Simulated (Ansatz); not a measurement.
A nudged elastic band was laid between two geometries of AlClFH₂ (5 atoms, charge 0, multiplicity 2).

All numbers below come from Ansatz, UKS PBE0-D4/6-31G*.

* movable images: 7
* climbing image: yes
* spring: 5.0 eV/Å²
* optimiser: quadratic models (default)
* start path: through a guess of the saddle point
* force threshold: 0.03 eV/Å
* iteration limit: 60
* end points: relaxed

Initial state:

```xyz
5
Properties=species:S:1:pos:R:3
Al -0.083 0.223 0.688
Cl 0.425 -1.541 2.200
H 1.206 0.539 -0.174
H -1.557 0.023 0.147
F 0.009 0.757 2.339
```

Final state:

```xyz
5
Properties=species:S:1:pos:R:3
Al -0.127 0.011 -0.029
Cl 0.122 -0.011 2.068
H 1.171 0.277 -0.892
H -1.590 -0.239 -0.571
F 0.424 -0.038 4.623
```

Task: What changes between the two ends?

Result: Bonds broken: Al1–F5. AlClFH2 becomes AlClH2 + F.

Task: What energy profile does the band end with?

Result: The run converged. The highest image is number 8 of 0 to 8, 190.4 kJ/mol above the first end and 0.0 kJ/mol above the last; the last end lies 190.4 kJ/mol above the first. The highest image is an end point: on this band no image between the ends rises above it.

```
image  path coordinate (Å)  energy (kJ/mol)  Al1–F5 (Å)
    0                 0.00              0.0        1.74
    1                 0.71             23.2        1.75
    2                 1.42             90.7        1.94
    3                 2.13            162.9        2.73
    4                 2.83            169.7        3.37
    5                 3.54            176.7        3.93
    6                 4.24            185.3        4.40
    7                 4.95            190.4        4.69
    8                 4.95            190.4        4.68
```

Time of the run: 4.5 min on 2 threads of Intel(R) Xeon(R) 6975P-C (Granite Rapids), on a shared host, peak memory 0.17 GiB.
